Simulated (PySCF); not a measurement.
## Atomization energy of S$_{2}$, triplet, from cheap to dear

Geometry (MP2(full)/6-31G*, from the G2/97 set):

| atom | x (Å) | y (Å) | z (Å) |
| --- | --- | --- | --- |
| S | 0.0000 | 0.0000 | 0.0000 |
| S | 0.0000 | 0.0000 | 1.9202 |

Measured, as an electronic atomization energy: 101.7 kcal/mol (G2/97 heats of formation of molecule and atoms, with zero-point and thermal terms from B3LYP taken off; Curtiss et al., J. Chem. Phys. 106, 1063 (1997), Staroverov et al., J. Chem. Phys. 119, 12129 (2003)). The measured value holds scalar relativity and spin–orbit coupling, which all computed ones lack, and core correlation, which the wave-function levels lack. Atoms are taken at the same level, with ROHF references for molecule and atoms in the R rows. PySCF 2.14.0; the 6-31G* set has Cartesian d functions; a miss is computed less measured; times are wall times on shared hosts and scatter by a factor of two or so; they hold the correlated step alone (with one SCF for RCCSD(T)), and functionals start from a converged Hartree–Fock density. B3LYP has the VWN-RPA form, and B2PLYP's MP2 part freezes the cores. A small miss in a small set is a cancellation of the method's error against the basis error.

```csv
level,basis,miss (kcal/mol),time of the run,hardware
RHF,STO-3G,-65.6,–,–
RCCSD(T),STO-3G,-19.8,0.09 s,1 CPU thread
full CI,STO-3G,-19.1,0.02 s,1 CPU thread
RHF,6-31G,-105.5,–,–
UHF,6-31G,-102.2,0.2 s,1 CPU thread
RMP2,6-31G,-58.1,–,–
RCCSD(T),6-31G,-60.7,0.23 s,1 CPU thread
UCCSD(T),6-31G,-60.6,0.13 s,1 CPU thread
PBE,6-31G,-24.2,0.99 s,1 CPU thread
r2SCAN,6-31G,-30.2,1.4 s,1 CPU thread
B3LYP,6-31G,-37.8,0.97 s,1 CPU thread
B2PLYP,6-31G,-46.4,0.92 s,1 CPU thread
UHF,6-31G*,-61.8,0.35 s,1 CPU thread
RMP2,6-31G*,-13.9,–,–
UCCSD(T),6-31G*,-20.3,0.46 s,1 CPU thread
PBE,6-31G*,6.3,1.1 s,1 CPU thread
B3LYP,6-31G*,-5.7,1.4 s,1 CPU thread
wB97M-V,6-31G*,-5.2,7.7 s,1 CPU thread
RHF,cc-pV(D+d)Z,-58.2,–,–
UHF,cc-pV(D+d)Z,-56.2,0.52 s,1 CPU thread
RMP2,cc-pV(D+d)Z,-7.7,–,–
PBE,cc-pV(D+d)Z,11.8,1.3 s,1 CPU thread
r2SCAN,cc-pV(D+d)Z,6.5,2.4 s,1 CPU thread
B3LYP,cc-pV(D+d)Z,-0.5,1.6 s,1 CPU thread
wB97M-V,cc-pV(D+d)Z,1.1,7.9 s,1 CPU thread
B2PLYP,cc-pV(D+d)Z,-4.6,1.5 s,1 CPU thread
RHF,cc-pV(T+d)Z,-53.7,–,–
UHF,cc-pV(T+d)Z,-51.4,2.6 s,1 CPU thread
UMP2,cc-pV(T+d)Z,-0.9,–,–
RCCSD(T),cc-pV(T+d)Z,-6.4,11 s,1 CPU thread
PBE,cc-pV(T+d)Z,13.5,2.7 s,1 CPU thread
r2SCAN,cc-pV(T+d)Z,9.2,4.6 s,1 CPU thread
wB97M-V,cc-pV(T+d)Z,3.0,15 s,1 CPU thread
B2PLYP,cc-pV(T+d)Z,0.4,3.7 s,1 CPU thread
RHF,cc-pV(Q+d)Z,-53.2,–,–
RMP2,cc-pV(Q+d)Z,8.2,–,–
UCCSD(T),cc-pV(Q+d)Z,-2.1,2.9 min,1 CPU thread
r2SCAN,cc-pV(Q+d)Z,9.6,24 s,1 CPU thread
wB97M-V,cc-pV(Q+d)Z,3.4,50 s,1 CPU thread
B2PLYP,cc-pV(Q+d)Z,1.9,35 s,1 CPU thread
```

HF's time is that of a plain UHF run. A dash: the level came out of a higher level's run.

A composite of the best parts (unrestricted reference, at this geometry, which isn't the minimum of the high levels):

```json
{"part": "Hartree–Fock limit (T, Q; exp(−5.46 √X))", "kcal/mol": "50.96"}
{"part": "CCSD(T) correlation limit (T, Q; X⁻³)", "kcal/mol": "51.73"}
{"part": "CCSDT − CCSD(T) (DZ)", "kcal/mol": "0.14"}
{"part": "sum", "kcal/mol": "102.8"}
{"part": "sum less measured", "kcal/mol": "1.1"}
```
